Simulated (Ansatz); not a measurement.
C$_{3}$H$_{5}$NO, SMILES `NC1CC1=O`, relaxed with RKS PBE0-D4/def2-TZVP in Ansatz 0.2.0 from a PBE-D4/def2-SVP geometry. The force threshold is 0.005 eV/Å; the program also tests the step.

The species carries charge 0 and has multiplicity 1.

Start:

```xyz
10

N    -0.036   -1.523   -0.258
C    -0.481   -0.151   -0.277
C     0.555    1.024   -0.412
C    -0.210    0.795    0.839
O    -0.244    0.997    2.033
H     0.700   -1.645    0.452
H    -0.809   -2.133    0.044
H    -1.381    0.003   -0.900
H     1.642    0.814   -0.402
H     0.262    1.818   -1.120
```

By how much does the energy fall, and how many steps does the optimiser take? (Best estimate.)

The calculation gave: 1.47 kcal/mol, in 12 steps, 1 of them rejected.

Which bonds change most? (Estimate.)

The calculation gave: C2–C3 from 1.572 to 1.553 Å; C3–H9 from 1.107 to 1.088 Å; C3–H10 from 1.104 to 1.085 Å; C2–C4 from 1.488 to 1.470 Å.

Give the relaxed structure. (Estimate.)

Ansatz gave: 
```xyz
10

N    -0.071   -1.516   -0.274
C    -0.496   -0.144   -0.277
C     0.559    0.989   -0.394
C    -0.224    0.780    0.832
O    -0.344    1.042    1.990
H     0.792   -1.618    0.247
H    -0.761   -2.095    0.192
H    -1.385    0.032   -0.877
H     1.614    0.729   -0.366
H     0.317    1.800   -1.073
```
